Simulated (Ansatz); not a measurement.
**Worked example: correlation energy of InH₄⁻, singlet**

Geometry: a PBE0/def2-TZVPD stationary point for this spin, not checked as a minimum.

```yaml
atoms:
  - { symbol: In, position_ang: [0.0000, 0.0000, 0.0000] }
  - { symbol: H, position_ang: [1.0308, 1.0308, 1.0308] }
  - { symbol: H, position_ang: [-1.0308, -1.0308, 1.0308] }
  - { symbol: H, position_ang: [-1.0308, 1.0308, -1.0308] }
  - { symbol: H, position_ang: [1.0308, -1.0308, -1.0308] }
```

Basis def2-TZVPD with its core potentials; Ansatz 0.2.0. Only valence electrons are correlated (noble-gas cores and the filled d shells of p-block atoms frozen), which leaves 8 electrons in 83 orbitals. R marks a restricted (for open shells ROHF) determinant. No spin–orbit coupling is included; scalar relativity enters through the core potentials alone.

Full CI isn't at hand for all of this; RCCSDT(Q) serves as the reference, and is uncertain by the last step of the cluster series or more.

RCCSD has a T1 diagnostic of 0.011 and a largest doubles amplitude of 0.02.

Runs differ by some tens of microhartree through their thresholds, so steps under 0.03 kcal/mol mean nothing.

```csv
level,total energy (hartree)
RHF,-191.507579
RMP2,-191.618804
RCCSD,-191.648728
RCCSD(T),-191.651334
RCCSDT,-191.651993
RCCSDT(Q),-191.652065
```

Problem. What is the correlation energy at RCCSDT(Q), and what share of it do RMP2 and RCCSD(T) recover?

Solution. E(corr) = -191.652065 − (-191.507579) = -0.144486 hartree = -3.932 eV. RMP2: -0.111225 / -0.144486 = 76.98 %. RCCSD(T): -0.143755 / -0.144486 = 99.49 %.

Problem. By how many kcal/mol does RCCSD(T) miss RCCSDT(Q) (1 hartree = 627.509 kcal/mol), and which steps make up the rest?

Solution. -191.651334 − (-191.652065) = 0.000731 hartree = 0.46 kcal/mol. Steps: RCCSDT − RCCSD(T) = -0.41, RCCSDT(Q) − RCCSDT = -0.05 kcal/mol. That is within 1 kcal/mol of the reference in this basis, which itself misses far more of the correlation at the basis-set limit.
